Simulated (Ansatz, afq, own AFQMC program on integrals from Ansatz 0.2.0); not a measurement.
HBr + Cl, doublet in cc-pVTZ along one coordinate

```yaml
atoms:
  - { symbol: Br, position_ang: [0.0000, 0.0000, -1.5332] }
  - { symbol: H, position_ang: [0.0000, 0.0000, -0.1126] }
  - { symbol: Cl, position_ang: [0.0000, 0.0000, 1.6458] }
```

A hydrogen atom is moved from one rigid fragment to the other; the Br1–H2 distance tells how far. The two fragments are held close together, so this isn't a minimum-energy path and the start is a compressed complex. Energies in eV count from this geometry (1.421 Å) at the same level; the start stands on UHF, each point on the determinant named.

Basis cc-pVTZ. Noble-gas cores (and the filled d shells of Ga–Kr and In–Xe) are frozen. AFQMC by an in-house program on the Cholesky factors that Ansatz 0.2.0 writes for its CCSD(T) run. The CISD trial takes its coefficients from CCSD amplitudes. Released means that phaseless walkers are propagated on without the constraint, phases kept. ± is one standard error of the sampling. No spin–orbit coupling.

Cautions, each for one point or more: inner d shell frozen; no relativity below Rb; no spin-orbit coupling; unrestricted determinant slightly spin contaminated.

```
r(Br1–H2) / Å  det.     T1  weight  ⟨S²⟩     MP2  B2PLYP  CCSD(T)
        1.537   UHF  0.015    0.85  0.80   0.023  -0.051   -0.018
        1.596   UHF  0.016    0.85  0.82   0.020  -0.076   -0.035
        1.654   UHF  0.015    0.85  0.82  -0.041  -0.125   -0.087
        1.712   UHF  0.014    0.85  0.80  -0.159  -0.201   -0.176
        1.829   UHF  0.010    0.86  0.77  -0.428  -0.374   -0.388
```

Estimate the curve of CCSDT(Q), counted from the same start.


```json
{"r(Br1–H2) / Å": "1.537", "det.": "UHF", "T1": "0.015", "weight": "0.85", "⟨S²⟩": "0.80", "CCSDT(Q)": "-0.023", "ph-AFQMC/CISD": "-0.026 ± 0.008"}
{"r(Br1–H2) / Å": "1.596", "det.": "UHF", "T1": "0.016", "weight": "0.85", "⟨S²⟩": "0.82", "CCSDT(Q)": "-0.041", "ph-AFQMC/CISD": "-0.037 ± 0.008"}
{"r(Br1–H2) / Å": "1.654", "det.": "UHF", "T1": "0.015", "weight": "0.85", "⟨S²⟩": "0.82", "CCSDT(Q)": "-0.093", "ph-AFQMC/CISD": "-0.082 ± 0.008"}
{"r(Br1–H2) / Å": "1.712", "det.": "UHF", "T1": "0.014", "weight": "0.85", "⟨S²⟩": "0.80", "CCSDT(Q)": "-0.180", "ph-AFQMC/CISD": "-0.191 ± 0.008"}
{"r(Br1–H2) / Å": "1.829", "det.": "UHF", "T1": "0.010", "weight": "0.86", "⟨S²⟩": "0.77", "CCSDT(Q)": "-0.387", "ph-AFQMC/CISD": "-0.389 ± 0.008"}
```

Weight is that of the determinant in the CISD state; at the start T1 is 0.012 and the weight 0.86, and ⟨S²⟩ is 0.77. Largest departures from CCSDT(Q), at the points where its series has closed: CCSD(T) 0.006 eV at 1.596 (on UHF), ph-AFQMC/CISD -0.011 eV at 1.712 (on UHF) (within the noise), MP2 0.061 eV at 1.596 (on UHF), B2PLYP -0.035 eV at 1.596. Functionals count only at points shown to share the start's state and spin. In total energy ph-AFQMC/CISD lies 24 ± 6 meV above CCSDT(Q) at the start, so its agreement along the curve rests in part on cancellation.

A walk keeps the symmetry of its determinant, which the program's search chose and which needn't be the lowest solution, so a lower state of the same spin and another symmetry isn't excluded.
